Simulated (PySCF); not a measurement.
TT, C6H4S2.
SMILES with atom numbers: `[cH:1]1[cH:2][c:3]2[s:4][cH:5][cH:6][c:7]2[s:8]1` (hydrogens: H9 on C1; H10 on C2; H11 on C5; H12 on C6)

The same species was optimised twice, with GFN2-xTB and with PBE0-D3(BJ)/def2-SVP (PySCF), and the same property calculations (PySCF, gas phase) were run on both structures.

```tsv
coordinate	GFN2-xTB	PBE0-D3(BJ)/def2-SVP	change
C6–C7 (Å)	1.411	1.423	+0.012
C2–C3 (Å)	1.411	1.423	+0.012
C5–C6 (Å)	1.357	1.369	+0.012
C1–C2 (Å)	1.357	1.369	+0.012
C3–C7 (Å)	1.389	1.395	+0.006
C1–S8 (Å)	1.733	1.732	-0.001
S4–C5 (Å)	1.733	1.732	-0.001
C3–S4 (Å)	1.728	1.728	0.000
C7–S8 (Å)	1.728	1.728	0.000
C1–S8–C7 (°)	90.5	91.2	+0.7
C3–S4–C5 (°)	90.5	91.2	+0.7
C2–C1–S8 (°)	113.8	113.4	-0.4
S4–C5–C6 (°)	113.8	113.5	-0.3
C3–C7–S8 (°)	111.0	110.7	-0.3
S4–C3–C7 (°)	110.9	110.7	-0.2
C5–C6–C7 (°)	111.0	110.8	-0.2
C6–C7–S8 (°)	135.2	135.5	+0.3
```

Rotational constants: A = 3384, B = 1336, C = 958.0 MHz (GFN2-xTB) against A = 3359, B = 1327, C = 951.3 MHz (PBE0-D3(BJ)/def2-SVP). Point groups within 0.08 Å: C2h and C2h.

On the GFN2-xTB structure: HOMO (eV) -6.39 [PBE0/pcSseg-1]; LUMO (eV) -0.88 [PBE0/pcSseg-1]; GIAO shielding of C1/C5 (mean) (ppm) 51.7 [PBE0/pcSseg-1]; GIAO shielding of C2/C6 (mean) (ppm) 63.2 [PBE0/pcSseg-1]; GIAO shielding of C3/C7 (mean) (ppm) 40.0 [PBE0/pcSseg-1]; GIAO shielding of S4/S8 (mean) (ppm) 325.1 [PBE0/pcSseg-1].

Problem. What do these properties become on the PBE0-D3(BJ)/def2-SVP structure?

Solution. 
| property | level | on GFN2-xTB | on PBE0-D3(BJ)/def2-SVP | change |
| --- | --- | --- | --- | --- |
| HOMO (eV) | PBE0/pcSseg-1 | -6.39 | -6.39 | 0.00 |
| LUMO (eV) | PBE0/pcSseg-1 | -0.88 | -0.91 | -0.03 |
| energy, GFN2-xTB geometry as zero (kcal/mol) | PBE0/pcSseg-1 | 0.0 | -0.3 | -0.3 |
| GIAO shielding of C1/C5 (mean) (ppm) | PBE0/pcSseg-1 | 51.7 | 49.5 | -2.2 |
| GIAO shielding of C2/C6 (mean) (ppm) | PBE0/pcSseg-1 | 63.2 | 60.4 | -2.8 |
| GIAO shielding of C3/C7 (mean) (ppm) | PBE0/pcSseg-1 | 40.0 | 39.3 | -0.7 |
| GIAO shielding of S4/S8 (mean) (ppm) | PBE0/pcSseg-1 | 325.1 | 321.1 | -4.0 |

The heavy atoms differ by 0.011 Å rms after alignment. Among bonds between heavy atoms C1–C2, C2–C3, C5–C6 and C6–C7 change most and about equally (+0.012 Å). Changes are differences of the printed values. Neither structure is proved a minimum here.
